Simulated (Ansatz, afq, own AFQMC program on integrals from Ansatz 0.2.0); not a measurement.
# CH3⁺, singlet in cc-pVDZ, levels against full CI

```xyz
4

C     0.0034    0.0061    0.0000
H     1.0966    0.0200   -0.0003
H    -0.5552    0.9458   -0.0028
H    -0.5819   -1.0381    0.0033
```

Basis cc-pVDZ. Noble-gas cores (and the filled d shells of Ga–Kr and In–Xe) are frozen. Integrals, coupled cluster, full CI and functionals: Ansatz 0.2.0; the random walks run on the same integrals in our own AFQMC program. The CISD trial takes its coefficients from CCSD amplitudes. Released means that phaseless walkers are propagated on without the constraint, phases kept. Uncertainties: one standard error, sampling alone.

Determinant: RHF, the one that the program's search chose, which needn't be the lowest solution. The geometry is a point of a scan.

Full CI on the same integrals is exact in this basis and with this determinant's frozen core.

The T1 diagnostic is 0.0045 and the weight of the determinant in the CISD state is 0.945. The size of the correlated space is 6 electrons in 28 orbitals.

```csv
level,correlation energy (eV)
MP2,-2.9273
CCSD,-3.5870
CCSD(T),-3.6403
```

(1) Estimate where phaseless AFQMC with a CISD trial lies against CCSD(T) on the same integrals.

(1) 0.9 ± 0.08 kJ/mol below CCSD(T).

Reference: full CI, correlation energy -3.653 eV. The released energy is read at 2.40 1/Eh (meV from the phaseless value at times in 1/Eh: -1.9 ± 0.9 at 0.24, -3.1 ± 0.7 at 0.51, -4.0 ± 0.8 at 0.99, -4.1 ± 0.9 at 1.62, -2.8 ± 1.0 at 2.40).

| level | E − E(reference) (kJ/mol) | share of correlation (%) |
| --- | --- | --- |
| CCSD(T) | 1.2 | 99.66 |
| CCSDT | 0.2 | 99.94 |
| CCSDT(Q) | 0.0 | 99.99 |
| CCSDTQ | 0.0 | 100.00 |
| ph-AFQMC/CISD | 0.3 ± 0.08 | 99.91 |
| released AFQMC | 0.0 ± 0.09 | 99.99 |

CCSDT and higher add their correlation energy to the determinant of the CCSD(T) run, since their own runs factorise the integrals more tightly (a shift of under 2 meV). A walk keeps the symmetry of its determinant, which the program's search chose and which needn't be the lowest solution, so a lower state of the same spin and another symmetry isn't excluded. Released energies are given only where the last usable release times agree within the noise; a slower fall can still hide under it.
